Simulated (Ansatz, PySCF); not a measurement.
Ligands exchanged one at a time, B Cl-SiH3. Isolated molecules, 0 K electronic values unless said otherwise. Strings in code marks are SMILES.

Quantity: redistribution energy (mixed species minus the weighted end members), in kcal/mol.

Level 1: frozen-core MP2/cc-pVTZ // PBE-D3(BJ)/def2-TZVP (Ansatz, a program for electronic structure)
Level 2: B3LYP/6-31G* // PBE-D3(BJ)/def2-TZVP (PySCF)
Level 3: BP86/6-31G* // PBE-D3(BJ)/def2-TZVP (PySCF)
Level 4: PBE/6-31G* // PBE-D3(BJ)/def2-TZVP (PySCF)

```json
[
 {"species": "2 of 3 Cl replaced by SiH3: `[SiH3]B([SiH3])Cl`", "level 1": "0.67", "level 2": "-0.21", "level 3": "0.14", "level 4": "0.36"},
 {"species": "1 of 3 Cl replaced by SiH3: `[SiH3]B(Cl)Cl`", "level 1": "-1.83", "level 2": "-2.40", "level 3": "-2.15", "level 4": "-1.94"}
]
```
